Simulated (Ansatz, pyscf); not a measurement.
`[CH3][F]` + `[H]` [doublet] → `[CH3]` [doublet] + `[FH]`, an atom transfer on the doublet surface: C–F broken, F–H formed. PySCF, gas phase, ωB97X-D3(BJ)/def2-SVP geometries. Wave-function energies: Ansatz (an electronic-structure program), frozen core, RHF or UHF references. In kJ/mol, from the separated reactants.

```tsv
level	barrier	reaction energy
ωB97X-D3(BJ)/def2-TZVP	135.34	-91.00
PBE/def2-TZVP	82.17	-87.15
CCSD(T)/cc-pV(D+d)Z	145.32	-99.22
CCSDT(Q)/cc-pV(D+d)Z	143.53	-99.25
CCSD(T)/cc-pV(T+d)Z	135.64	-109.23
CCSD(T)/cc-pV(Q+d)Z	130.73	-111.10
```

In cc-pV(D+d)Z, going from CCSD(T) to CCSDT(Q) shifts the barrier by -1.79 and the reaction energy by -0.03 kJ/mol. With HF in the quadruple-zeta basis and the correlation energy extrapolated as X⁻³ from X = 3, 4, CCSD(T) gives 129.01 and -111.17; adding the double-zeta shift gives ΔE‡ = 127.22 and ΔE = -111.20 kJ/mol, without core correlation, relativity or geometry relaxation at these levels. The same reactants have a lower exit, to •H₂C–F + H₂ (barrier +49.64 kJ/mol at ωB97M-D3(BJ), against +123.87 kJ/mol here). One saddle was located; it need not be the lowest between these sides. The angle at the transferred F is 180°. The CCSD(T) − MP2 part came from Ansatz, without density fitting, on the same reference.
